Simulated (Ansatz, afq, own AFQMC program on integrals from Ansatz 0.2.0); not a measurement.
Two steps: Ansatz 0.2.0 writes the Fock matrix and Cholesky factors of the valence space, and afq projects on them the lowest state that overlaps trial and start.

```yaml
crystal:
  periodic: [false, false, false]
  atoms:
    - {symbol: Si, position_ang: [0.000000, 0.000000, -2.126825]}
    - {symbol: Ge, position_ang: [0.000000, 0.000000, 0.267231]}
    - {symbol: H, position_ang: [0.000000, 0.000000, 1.859594]}
basis:
  gaussian: {orbitals: cc-pVDZ}
magnetization: {spin_polarized: true, initial_magnetization: 3}
correlation: {method: ccsd_t, electrons: outside_noble_gas, hamiltonian_folder: ham}
```

```sh
$ ansatz run in.yaml --threads 1 --pin off --events-out ev --progress --plain --max-ram 1382MiB
```

afq runs on the folder ham with

```
--method phaseless --trial cisd --walkers 60 --populations 1 --least-time 40 --time-step 0.005 --steps-per-block 50 --equilibration-blocks 28 --max-blocks 300 --target-error 0.00036 --factor-cut 1e-05 --start spin_pure --seed 9382 --release-times 0.24,0.51,0.99,1.62,2.4 --release-step 0.03 --release-every 4 --taylor-order 6
```

Times are imaginary, in 1/Eh. The walk had a cap of 671 s. Filled inner d shells are frozen with the cores.

Log:

```
orbitals 31  electrons 6 3  factors 233 of 556
reference energy -2364.72555798 Eh
CCSD correlation -0.15781965 Eh in 12 cycles, weight of the determinant in the CISD state 0.8606
energy of the start -2364.881430 Eh
 block  time / (1/Eh)  mean weight  energy / Eh
     1     0.250  1.0003  -2364.880395
     2     0.500  1.0006  -2364.881068
     3     0.750  1.0003  -2364.882446
     4     1.000  1.0010  -2364.883793
     5     1.250  0.9994  -2364.885046
    10     2.500  1.0005  -2364.887085
    37     9.250  0.9993  -2364.896150
    67    16.750  0.9998  -2364.893376
    97    24.250  1.0008  -2364.888486
   121    30.250  1.0012  -2364.898002
   127    31.750  1.0020  -2364.888317
   157    39.250  1.0001  -2364.897349
   187    46.750  0.9988  -2364.892177
   217    54.250  1.0007  -2364.886648
   247    61.750  0.9994  -2364.888863
   253    63.250  0.9980  -2364.895963
blocks merged  error / Eh  count
     1  0.000207  230
     2  0.000265  115
     4  0.000327  57
     8  0.000335  28
    16  0.000343  14
released: time / (1/Eh)  energy / Eh  error  mean overlap
  0.24  -2364.891436  0.000360  0.9950
  0.51  -2364.891567  0.000336  0.9850
  0.99  -2364.891752  0.000338  0.9871
  1.62  -2364.891879  0.000336  0.9713
  2.40  -2364.891969  0.000366  0.9556
energy -2364.891334 +/- 0.000335 Eh
(rows thinned)
```

The run passed its tests (sampling time, drift between the halves within three errors, error under three times the target), which doesn't prove that it has relaxed.

Against this walk (error 9.1 meV) on the same determinant: CCSD(T) 48.2 meV higher, CCSDT(Q) 11.6 meV lower (within the noise). The error is statistical and leaves out the bias of the constraint. Released to 2.40 1/Eh the energy moves by -17 ± 14 meV (both errors), within twice the noise.

Cautions: constraint bias not in the error; no relativity below Rb; no spin-orbit coupling; inner d shell frozen; lower spins were not checked; unrestricted determinant slightly spin contaminated (⟨S²⟩ 3.83 against 3.75).

The walk took 2.8 min on 1 thread of Arm Neoverse V2, on a shared host. The log's last line is the phaseless energy.

CCSDT and higher add their correlation energy to the determinant of the CCSD(T) run, since their own runs factorise the integrals more tightly (a shift of under 2 meV). A walk keeps the symmetry of its determinant, which the program's search chose and which needn't be the lowest solution, so a lower state of the same spin and another symmetry isn't excluded.
